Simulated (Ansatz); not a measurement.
## What each rung costs, and what it gives

Saddle point of CH$_{5}$BO, singlet (CH₅BO ([CH3][BH][OH]) → CH₃B ([BH][CH2]) + H₂O (still joined by a long B–O bond); bonds formed: O2–H4; bonds broken: C3–H4; bonds weakened to dative contacts: B1–O2), PBE0-D4/def2-TZVP structure:

```
atom    x (Å)    y (Å)    z (Å)
  B1  -0.6776  -0.1475  -0.2740
  O2   0.3151  -1.3610  -0.2443
  C3   0.0849   0.9795   0.2092
  H4   0.8259  -0.3027  -0.3379
  H5  -1.6690  -0.3234  -0.9036
  H6   0.4203  -1.7595   0.6286
  H7  -0.1643   2.0036  -0.0480
  H8   0.8646   0.9108   0.9701
```

Barriers are electronic and count from the start structure reached by relaxing down the imaginary mode.

Ansatz 0.2.0; basis: as named in each row; cores frozen in the correlated methods. B3LYP uses VWN-RPA correlation. Extrapolation: Hartree–Fock as exp(−7.88 √X), correlation as X^−2.97.

Times are rough, for one single point on 2 threads of a shared host (Arm Neoverse V1).

The estimate by CCSD(T) at an estimated basis limit (MP2 extrapolated from triple and quadruple zeta, plus CCSD(T) − MP2 in triple zeta) is 82.00 kcal/mol.

```json
{"method": "SPW92", "basis": "def2-TZVPP", "time (s)": "under 1", "barrier (kcal/mol)": "70.05", "method less estimate": "-11.95"}
{"method": "PBE-D4", "basis": "def2-TZVPP", "time (s)": "1", "barrier (kcal/mol)": "74.57", "method less estimate": "-7.42"}
{"method": "BLYP-D4", "basis": "def2-TZVPP", "time (s)": "1", "barrier (kcal/mol)": "77.85", "method less estimate": "-4.15"}
{"method": "B3LYP-D4", "basis": "def2-TZVPP", "time (s)": "2", "barrier (kcal/mol)": "81.52", "method less estimate": "-0.48"}
{"method": "PBE0-D4", "basis": "def2-TZVPP", "time (s)": "2", "barrier (kcal/mol)": "79.46", "method less estimate": "-2.53"}
{"method": "BHLYP-D4", "basis": "def2-TZVPP", "time (s)": "2", "barrier (kcal/mol)": "87.36", "method less estimate": "5.36"}
{"method": "CAM-B3LYP-D4", "basis": "def2-TZVPP", "time (s)": "2", "barrier (kcal/mol)": "82.89", "method less estimate": "0.89"}
{"method": "r2SCAN-D4", "basis": "def2-TZVPP", "time (s)": "3", "barrier (kcal/mol)": "78.82", "method less estimate": "-3.18"}
{"method": "PBE-QIDH", "basis": "def2-TZVPP", "time (s)": "3", "barrier (kcal/mol)": "82.48", "method less estimate": "0.49"}
{"method": "r2SCAN0-D4", "basis": "def2-TZVPP", "time (s)": "3", "barrier (kcal/mol)": "81.84", "method less estimate": "-0.15"}
{"method": "B2PLYP", "basis": "def2-TZVPP", "time (s)": "3", "barrier (kcal/mol)": "82.19", "method less estimate": "0.19"}
{"method": "RPA on PBE", "basis": "def2-TZVPP", "time (s)": "3", "barrier (kcal/mol)": "81.34", "method less estimate": "-0.66"}
{"method": "wB97X-V", "basis": "def2-TZVPP", "time (s)": "6", "barrier (kcal/mol)": "83.09", "method less estimate": "1.09"}
{"method": "B97M-V", "basis": "def2-TZVPP", "time (s)": "6", "barrier (kcal/mol)": "82.55", "method less estimate": "0.56"}
{"method": "wB97M-V", "basis": "def2-TZVPP", "time (s)": "6", "barrier (kcal/mol)": "80.80", "method less estimate": "-1.20"}
{"method": "MP2", "basis": "def2-QZVPP", "time (s)": "11", "barrier (kcal/mol)": "80.89", "method less estimate": "-1.11"}
{"method": "CCSD(T)", "basis": "def2-TZVPP", "time (s)": "23", "barrier (kcal/mol)": "82.19", "method less estimate": "0.19"}
```

All methods are single points on the PBE0-D4 structures.

T1 diagnostic: at most 0.013.

Labels in which every atom is bracketed show which atoms are joined, not bond orders.
